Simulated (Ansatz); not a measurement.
Start from `C=C=C(F)CC` and change one atom or group to get `C=C=C(O)F`.

Ansatz, PBE0-D4/def2-TZVP geometries, multiplicity 1. Each molecule was computed in one conformer, which needn't be the lowest.

| property | `C=C=C(F)CC` |
| --- | --- |
| HOMO energy (B3LYP/def2-TZVPP) / eV | -6.87 |
| LUMO energy (PBE/def2-TZVPP) / eV | -1.36 |
| LUMO energy (ωB97M-V/def2-TZVPP) / eV | 1.83 |
| HOMO–LUMO gap (PBE/def2-TZVPP) / eV | 4.47 |
| LUMO energy (PBE0/def2-TZVPP) / eV | -0.32 |
| HOMO–LUMO gap (ωB97M-V/def2-TZVPP) / eV | 11.12 |

Problem. What does the change do to each property? (An estimate is asked.)

Solution. Computed: 
| property | `C=C=C(O)F` | shift |
| --- | --- | --- |
| HOMO energy (B3LYP/def2-TZVPP) / eV | -6.55 | 0.32 |
| LUMO energy (PBE/def2-TZVPP) / eV | -1.68 | -0.32 |
| LUMO energy (ωB97M-V/def2-TZVPP) / eV | 1.49 | -0.34 |
| HOMO–LUMO gap (PBE/def2-TZVPP) / eV | 3.77 | -0.70 |
| LUMO energy (PBE0/def2-TZVPP) / eV | -0.67 | -0.35 |
| HOMO–LUMO gap (ωB97M-V/def2-TZVPP) / eV | 10.45 | -0.67 |

With PBE0 the HOMO rises by 0.33 eV and the LUMO falls by 0.35 eV, so the gap narrows by about 0.68 eV. PBE moves the HOMO by 0.38 eV and ωB97M-V by 0.33 eV.

B3LYP here is the variant with VWN-RPA as its local correlation; programs differ in this.
